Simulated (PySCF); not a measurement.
Dissociation curve of N₂, singlet.

- UHF/6-31G (PySCF)
- RHF/6-31G (PySCF)
- UKS-BLYP = unrestricted BLYP/6-31G (PySCF)
- RKS-BLYP = restricted BLYP/6-31G run with PySCF
- UKS-PBE0 = unrestricted PBE0/6-31G run with PySCF 2.14.0
- RKS-PBE0 = PySCF with restricted PBE0/6-31G
- UKS-LDA (SVWN5) = PySCF with unrestricted LDA (SVWN5)/6-31G
- RKS-LDA (SVWN5) = restricted LDA (SVWN5)/6-31G (PySCF)

Scanned distances (Å): 0.87, 0.92, 0.97, 1.03, 1.05, 1.09, 1.13, 1.15, 1.19, 1.26, 1.35, 1.48, 1.64, 1.79, 1.96, 2.19, 2.41, 2.68, 2.92, 3.23, 3.77, 4.39.

### Question
Where does the unrestricted solution first break spin symmetry (<S²> of 0.01 or more)?

### Answer
UHF: between 1.09 and 1.13 Å; UKS-BLYP: between 1.48 and 1.64 Å; UKS-PBE0: between 1.35 and 1.48 Å; UKS-LDA (SVWN5): between 1.48 and 1.64 Å.

```
R / Å  <S²> UHF  E(RHF) − E(UHF) / kJ/mol  <S²> UKS-BLYP  E(RKS-BLYP) − E(UKS-BLYP) / kJ/mol  <S²> UKS-PBE0  E(RKS-PBE0) − E(UKS-PBE0) / kJ/mol  <S²> UKS-LDA (SVWN5)  E(RKS-LDA (SVWN5)) − E(UKS-LDA (SVWN5)) / kJ/mol
-----  --------  ------------------------  -------------  ----------------------------------  -------------  ----------------------------------  --------------------  ------------------------------------------------
0.87       0.00                       0.0           0.00                                 0.0           0.00                                 0.0                  0.00                                               0.0
0.92       0.00                       0.0           0.00                                 0.0           0.00                                 0.0                  0.00                                               0.0
0.97       0.00                       0.0           0.00                                 0.0           0.00                                 0.0                  0.00                                               0.0
1.03       0.00                       0.0           0.00                                 0.0           0.00                                 0.0                  0.00                                               0.0
1.05       0.00                       0.0           0.00                                 0.0           0.00                                 0.0                  0.00                                               0.0
1.09       0.00                       0.0           0.00                                 0.0           0.00                                 0.0                  0.00                                               0.0
1.13       0.05                       0.2           0.00                                 0.0           0.00                                 0.0                  0.00                                               0.0
1.15       0.22                       3.3           0.00                                 0.0           0.00                                 0.0                  0.00                                               0.0
1.19       0.51                      19.2           0.00                                 0.0           0.00                                 0.0                  0.00                                               0.0
1.26       0.91                      71.1           0.00                                 0.0           0.00                                 0.0                  0.00                                               0.0
1.35       1.29                     167.7           0.00                                 0.0           0.00                                 0.0                  0.00                                               0.0
1.48       1.67                     340.0           0.00                                 0.0           0.68                                19.2                  0.00                                               0.0
1.64       2.14                     587.0           0.65                                13.0           1.38                               104.8                  0.44                                               4.5
1.79       2.50                     838.5           1.30                                60.6           1.82                               210.1                  1.26                                              47.7
1.96       2.74                         —           1.79                               130.5           2.24                               338.7                  1.83                                             121.4
2.19       2.89                         —           2.27                               227.4           2.63                               505.7                  2.33                                             226.8
2.41       2.95                         —           2.59                               310.7           2.82                               640.0                  2.62                                             316.5
2.68       2.99                         —           2.81                               392.7           2.92                               766.9                  2.83                                             403.9
2.92       3.00                         —           2.91                               447.4           2.97                               850.3                  2.92                                             461.9
3.23       3.01                         —           2.97                               497.5           2.99                               927.7                  2.97                                             515.1
3.77       3.01                         —           3.00                               546.8           3.00                              1008.8                  3.00                                             567.2
4.39       3.01                         —           3.00                               570.4           3.00                              1055.4                  3.00                                             591.7
```

Dashes: no converged value, or the column stops at the first point that the program doubted or that broke a chosen test of continuity, which isn't proof of a fault.
